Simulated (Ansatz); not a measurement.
SiSe₂ (Ibam, No. 72) was calculated with PBE0 (plane waves, PAW; Ansatz, a first-principles code).

Run with plane-wave cutoff 460 eV, 6×6×6 k mesh, Fermi–Dirac smearing 0.01 eV, scalar-relativistic PAW data made under PBE.

Cell (relaxed with PBEsol):

```cif
data_Se4Si2
_chemical_formula_sum 'Si2 Se4'
_space_group_name_H-M_alt 'P 1'
_space_group_IT_number 1
_cell_length_a 6.33584
_cell_length_b 6.33584
_cell_length_c 6.33584
_cell_angle_alpha 120.395
_cell_angle_beta 85.480
_cell_angle_gamma 124.950
loop_
_space_group_symop_operation_xyz
  'x, y, z'
loop_
_atom_site_label
_atom_site_type_symbol
_atom_site_fract_x
_atom_site_fract_y
_atom_site_fract_z
_atom_site_occupancy
Si1 Si 0.75000 0.75000 0.00000 1
Si2 Si 0.25000 0.25000 0.00000 1
Se1 Se 0.12822 0.20526 0.33348 1
Se2 Se 0.87178 0.79474 0.66652 1
Se3 Se 0.37178 0.70526 0.07704 1
Se4 Se 0.62822 0.29474 0.92296 1
```

Problem. Estimate the band gap, smallest direct gap on the k points sampled and direct gap at Γ that the calculation returns.

Solution. 
* **band gap**: 3.36 eV (on the SCF k mesh) (indirect)
* **smallest direct gap on the k points sampled**: 3.43 eV
* **direct gap at Γ**: 4.92 eV

Note: cell and atoms aren't relaxed at this level.

Spin–orbit coupling is not included.

Static lattice: no zero-point or thermal effects.

Cost on a shared machine: roughly 8 core-minutes.
